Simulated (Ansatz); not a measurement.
Geometry optimisation, RKS B3LYP-D4/def2-mTZVP in Ansatz.

Input:

```yaml
crystal:
  periodic: [false, false, false]
  atoms:
    - { symbol: B, position_ang: [0.0, 0.0, 0.0] }
    - { symbol: F, position_ang: [0.8785, 0.0, 1.2404] }
    - { symbol: H, position_ang: [1.3883, 0.0, 0.0683] }
    - { symbol: H, position_ang: [-1.0305, 0.0, -0.595] }
basis:
  gaussian: { orbitals: def2-mTZVP }
hamiltonian:
  xc: b3lyp
  dispersion: d4
relax:
  f_tol: 0.15
  max_steps: 25
  restrain:
    - { distance: [1, 2], at: 2.12, k: 30.0 }
    - { distance: [0, 1], at: 1.32, k: 30.0 }
    - { distance: [0, 2], at: 1.19, k: 30.0 }
```

Run as:

```bash
$ ansatz run input.yaml --threads 1 --pin off --max-ram 2048MiB --backend cpu --events-out ev --progress --plain --runs-dir out
```

Q: Where does it end, and by what steps?

A: The forces met the threshold. The restraints hold the end off the free minimum; the threshold counts their pulls, which the force column leaves out. Restrained pairs: F2–H3 (1.28 → 2.13 Å), B1–F2 (1.52 → 1.32 Å), B1–H3 (1.39 → 1.19 Å). After 4 steps the energy has fallen by 5.084 eV (the restraints' own energy left out); F2 moved furthest, 0.54 Å.

```json
{"step": "0", "energy less start (eV)": "0.0000", "largest force component (eV/Å)": "6.476", "accepted": "yes"}
{"step": "1", "energy less start (eV)": "-2.6867", "largest force component (eV/Å)": "5.030", "accepted": "yes"}
{"step": "2", "energy less start (eV)": "-4.5602", "largest force component (eV/Å)": "3.038", "accepted": "yes"}
{"step": "3", "energy less start (eV)": "-5.0825", "largest force component (eV/Å)": "0.240", "accepted": "yes"}
{"step": "4", "energy less start (eV)": "-5.0839", "largest force component (eV/Å)": "0.297", "accepted": "yes"}
```

```xyz
4
Properties=species:S:1:pos:R:3
B 0.302 0.000 0.119
F 0.373 0.000 1.436
H 1.339 0.000 -0.461
H -0.777 0.000 -0.380
```

Run time: 3.7 s on 1 thread of Arm Neoverse V2, with other jobs on the host, peak memory 0.097 GiB.
